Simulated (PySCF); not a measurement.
disilane (H6Si2), SMILES [SiH3][SiH3].

Geometry: TPSSh-D3(BJ)/def2-TZVP.

These are PBE/def2-TZVPD (PySCF) values and carry that method's errors.

Gas-phase values at a fixed geometry.

| Item | Value |
|---|---|
| total energy | -582.27296 hartree |
| point group | D3d |
| highest occupied level | -7.27 eV |
| lowest empty level | -0.63 eV |
| orbital gap | 6.65 eV |
| dipole moment | 0.00 D |
| quadrupole, principal values (traceless, Buckingham form, about the centre of nuclear charge) | -0.82, 0.41, 0.41 D·Å |
| mean static polarisability | 64.7 bohr³ (9.59 Å³) |
| polarisability, principal values | 57.8, 57.8, 78.6 bohr³ |
